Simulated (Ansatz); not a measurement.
A computed series for GaAs: pressure series

Base system: GaAs in the zinc blende structure (space group F-43m, No. 216; a = 5.6667 Å).

Cell and atoms are relaxed at each pressure.

Calculations: r2SCAN, PAW, 500 eV (Ansatz, a first-principles code; scalar-relativistic without spin-orbit coupling).

```tsv
pressure (GPa)	volume per atom (Å³/atom)
-2	23.427
-1	23.071
0	22.746
0.9	22.473
2.1	22.135
4.5	21.532
15	19.614
22.5	?
30	17.870
```

**Question.** Fit the third-order Birch–Murnaghan form P(V) = (3B₀/2)[(V₀/V)^(7/3) − (V₀/V)^(5/3)]·[1 + (3/4)(B₀′ − 4)((V₀/V)^(2/3) − 1)] (squares taken in P) to the rows shown and predict the withheld row.

**Answer.** Least squares on the printed values gives V₀ = 22.746 Å³/atom, B₀ = 72.9 GPa, B₀′ = 4.4; this predicts 18.645 Å³/atom, and the run gives 18.648 Å³/atom, 0.003 higher.

Measured bulk modulus of GaAs: 76.7 GPa (static lattice; corrected from measurement; as listed in Daniel Mejia-Rodriguez, S. B. Trickey, Phys. Rev. B (2018)); the computed value is 5 % below it.

Load acts through the strain it causes; cell and atoms are relaxed under it. Stability against distortions was not tested. Measured, GaAs leaves this structure (for a Cmcm phase) near 15 GPa (room temperature; as listed in arXiv:1906.07825).
